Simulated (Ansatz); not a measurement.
# HCBe, doublet in 6-31G: errors against full CI

Geometry: a point of a breathe scan, not a stationary point.

```xyz
3

C     0.0000    0.0000    0.3669
Be    0.0000    0.0000   -2.9286
H     0.0000    0.0000    2.5617
```

Basis 6-31G; Ansatz 0.2.0. Correlated methods freeze the noble-gas cores, which leaves 7 electrons in 18 orbitals. Prefix R: restricted or restricted open-shell reference; prefix U: unrestricted. Active spaces: pair = (3e, 3o) about the gap; valence = (7e, 9o) chosen from the atoms' valence shells.

Full CI is exact within this basis and frozen core; it isn't the basis-set limit. The frozen core follows each run's orbitals, which can shift R against U totals by a few meV.

Unrestricted rows (U) aren't spin-pure: their determinants' ⟨S²⟩ exceeds S(S+1) by up to 1.05, so they mix in states of higher spin. For open shells CISD is restricted-active-space CI with the open shells as a complete middle space.

```
UHF ⟨S²⟩                          : 1.799
T1 diagnostic (RCCSD)             : 0.0652
largest doubles amplitude (RCCSD) : 0.269
T1 diagnostic (UCCSD)             : 0.0933
```

Problem. From what is known of these methods and the diagnostics, rank them by the size of their error in total energy against full CI in 6-31G, smallest first (an estimate: the text doesn't fix the numbers).
A. MRCISD (pair space)
B. MRCISD+Q (valence space)
C. RCCSD(T)
D. MRCISD+Q (pair space)
E. UMP2

Solution. B (0.1 kJ/mol), C (1.5 kJ/mol), D (11.1 kJ/mol), A (16.5 kJ/mol), E (142.0 kJ/mol).

All errors are against full CI in 6-31G. Below it: MRCISD+Q (pair space). With T1 at 0.065 and a doubles amplitude of 0.27 one determinant is a poor start. Within each family the higher level lies nearer, as is usual though not guaranteed.

The full-CI state has the irrep B1 of C2v, in the program's axes (one component, if the state is degenerate).

Its occupations show that no single determinant describes this state well.

Natural occupations of full CI about the gap: 1.942 1.803 1.615 0.995 0.382 0.068 0.067 0.062 0.044 0.008; effectively unpaired electrons, Σ n²(2−n)², 1.96.
